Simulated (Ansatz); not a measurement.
Results of PBE-D3(BJ) (Ansatz, a program for electronic structure, plane waves, PAW) for bcc Na.

Settings: plane-wave cutoff 520 eV, 18×18×18 k mesh, Fermi–Dirac smearing 0.05 eV, scalar-relativistic PAW data made under PBE.

Pressure at four volumes; x = ln(V/33.979 Å³). One pressure is withheld.

| V (Å³/atom) | x | P (GPa) |
|---|---|---|
| 31.941 | -0.0619 | ? |
| 32.620 | -0.0408 | 0.390 |
| 33.979 | 0.0000 | -0.001 |
| 36.018 | 0.0583 | -0.467 |

**Question.** Pass a parabola P(x) through the three rows shown, estimate the bulk modulus and its pressure derivative near zero pressure, and predict the withheld pressure.

**Answer.** Slopes between the rows: (-0.001 − (0.390))/(0.0000 − (-0.0408)) = -9.58 and (-0.467 − (-0.001))/(0.0583 − (0.0000)) = -7.99 GPa. Their difference over the span 0.0991 is c = 1.59/0.0991 = 16.0 GPa, so P(x) = 0.390 + (-9.58)(x − (-0.0408)) + 16.0 (x − (-0.0408))(x − (0.0000)). At the middle row B = −dP/dx = −[-9.58 + 16.0 × 0.0408] = 8.9 GPa, and B′ = dB/dP = 2c/B = 3.6. At x = -0.0619 the parabola gives 0.613 GPa; the run gives 0.615 GPa. The Birch–Murnaghan fit to the energies at all volumes has B0 = 8.90 GPa and B′ = 3.6.

Measured, for comparison: bulk modulus 7.9 GPa (0 K value with the zero-point phonon effect removed, our sources range from 7.63 to 7.91; as tabulated in Mejia-Rodriguez and Trickey (2018), arXiv:1807.09216). Computed (rounded) less measured: bulk modulus +13 % (+13 % to +17 % over the range).
